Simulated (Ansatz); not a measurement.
# SiPNH (quartet): wave-function methods side by side at a displaced geometry (v1), cc-pVDZ

The task here is to estimate one member of a computed series from the others.

Method: cc-pVDZ, core rule «outside noble gas», up to 11 orbitals frozen; program: Ansatz 0.2.0, Gaussian basis.

The runs, in order: UHF; CCSD(T) on ROHF; CCSD(T) on UHF; BCCD(T) on ROHF; CISD; CCSDT(Q) on ROHF; CCSDT(Q) on UHF.

31 further runs of the same task are left out: 16 that didn't finish, 15 set aside as unsound or not needed.

## What is computed

The geometry is a PBE0/def2-TZVP stationary point (not a proven minimum) with its atoms shifted at random (size 0.040 Å).

4 atoms, charge 0, spin multiplicity 4.

Atoms are counted from 1 here; the program's logs count them from 0.

Bond lengths: N1–Si2 1.683 Å, Si2–P3 2.174 Å, Si2–H4 1.480 Å. Angles: N1–Si2–P3 127.1°, N1–Si2–H4 115.5°, P3–Si2–H4 117.4°.

The first run:

in.yaml reads:

```yaml
crystal:
  periodic: [false, false, false]
  atoms:
    - {symbol: N, position_ang: [-0.018634, -0.665346, 1.935945]}
    - {symbol: Si, position_ang: [-0.019468, 0.397138, 0.631329]}
    - {symbol: P, position_ang: [0.028496, -0.118927, -1.479849]}
    - {symbol: H, position_ang: [-0.074281, 1.834523, 0.981314]}
basis:
  gaussian: {orbitals: cc-pVDZ}
magnetization: {spin_polarized: true, initial_magnetization: 3}
hamiltonian: {xc: hf}
output: {orbitals: {seedname: orbitals}}
```

Started as:

```console
> ansatz run in.yaml --threads 1 --pin off --events-out ev --progress --plain --max-ram 2393MiB
```

Among the steps run: UHF; CCSD(T) on ROHF; CCSD(T) on UHF; BCCD(T) on ROHF; CISD; CCSDT(Q) on ROHF; CCSDT(Q) on UHF.

One table of the session follows, with a row left open; its other results are not shown here.

| method | from RCCSDT(Q) (kJ/mol) |
| --- | --- |
| ROHF | +987.6 |
| UHF | ? |
| RMP2 | +169.4 |
| UMP2 | +195.2 |
| CISD | +197.1 |
| RCCSD | +50.9 |
| UCCSD | +44.4 |
| RCCSD(T) | +10.2 |
| UCCSD(T) | +11.7 |
| BCCD(T) | +10.3 |
| RCCSDT | +4.3 |
| UCCSDT | +3.3 |
| RCCSDT(Q) | 0 |
| UCCSDT(Q) | -0.6 |

Estimate the missing values for UHF.

**Answer.** from RCCSDT(Q) (kJ/mol): +885.3. In the column «from RCCSDT(Q) (kJ/mol)» it lies between CISD (+197.1) and ROHF (+987.6).

Limits of these values: Warnings: spin contamination; coupled cluster took another determinant than the lowest; large T1 diagnostic. Restricted and unrestricted rows rest on different reference determinants; where their highest levels disagree by more than a few hundredths of an eV, they describe different states and don't form one ladder.
